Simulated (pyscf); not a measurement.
Thermochemistry of product channels of H₃C–CH₂–OH + H• on the doublet surface, in eV, from CCSD(T)/def2-TZVPP + ΔMP2(QZVPP) energies (ideal gas, 1 atm, RRHO with modes under 100 cm⁻¹ raised to 100, one conformer, R ln 2 for chiral ones without a mode under 150 cm⁻¹). PySCF, gas phase, ωB97X-D3(BJ)/def2-SVP geometries. MP2 and CC: frozen core, UHF for open shells. ΔMP2 is the change of the MP2 total energy from the triple- to the quadruple-zeta basis.

```csv
products,ΔE,ΔH(298 K),ΔG(600 K),ΔG(1200 K)
•H₂C–CH₃ + H₂O,-1.13,-1.09,-1.44,(withheld)
CH₄ + •H₂C–OH,(withheld),-0.78,-1.00,-1.16
```

Question: Fill in the missing entries.

Answer: 
- •H₂C–CH₃ + H₂O, ΔG(1200 K): -1.75
- CH₄ + •H₂C–OH, ΔE: -0.84

These are energies of the channels, which say nothing of barriers. The CCSD(T) − MP2 part came from Ansatz, without density fitting, on the same reference.
